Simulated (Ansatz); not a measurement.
# How close CCSD(T) comes to the exact answer in a basis

Each species is computed at the geometry given (Å), with frozen cores, in Ansatz 0.2.0: RHF-CCSD(T) for singlets, UHF-CCSD(T) otherwise, and full CI in the same basis. The program picks the determinant by trial CCSD, so it needn't be the lowest Hartree–Fock solution. States: HBN quartet A'', NaH2⁻ singlet A1, PF triplet Σ⁻ or Δ. Cases whose determinant has another symmetry than full CI's state, or whose (Q) step broke down, weren't drawn.

Task: Judging by size, spin and bonding, rank them by the size of CCSD(T)'s error in total energy against full CI in the same basis, smallest first (an estimate).
A. PF, triplet, 6-31G: F 0.000 0.000 0.000; P 0.000 0.000 1.465
B. HBN, quartet, 6-31G: B 0.000 -0.374 1.560; N 0.000 0.176 -1.423; H 0.000 1.558 3.040
C. NaH2⁻, singlet, aug-cc-pVTZ: Na -0.056 0.000 0.000; H 0.639 0.000 -1.945; H 0.639 0.000 1.945

Result: C (3.6 meV), A (15.5 meV), B (24.8 meV).

| species | basis | correlated electrons | CCSD(T) − full CI (meV) | CCSDT(Q) − full CI (meV) | unpaired electrons (full CI) | T1 | ⟨S²⟩ of the determinant |
| --- | --- | --- | --- | --- | --- | --- | --- |
| NaH2⁻, singlet | aug-cc-pVTZ | 4 | 3.6 | 0.1 | 0.05 | 0.012 | 0.00 |
| PF, triplet | 6-31G | 12 | 15.5 | -1.0 | 2.02 | 0.015 | 2.01 |
| HBN, quartet | 6-31G | 9 | 24.8 | -5.0 | 3.56 | 0.095 | 4.56 |

Unpaired electrons are Σ n²(2−n)² over natural occupations; an open shell counts its own unpaired electrons too. Frozen cores follow each run's orbitals, which moves totals by a few meV.
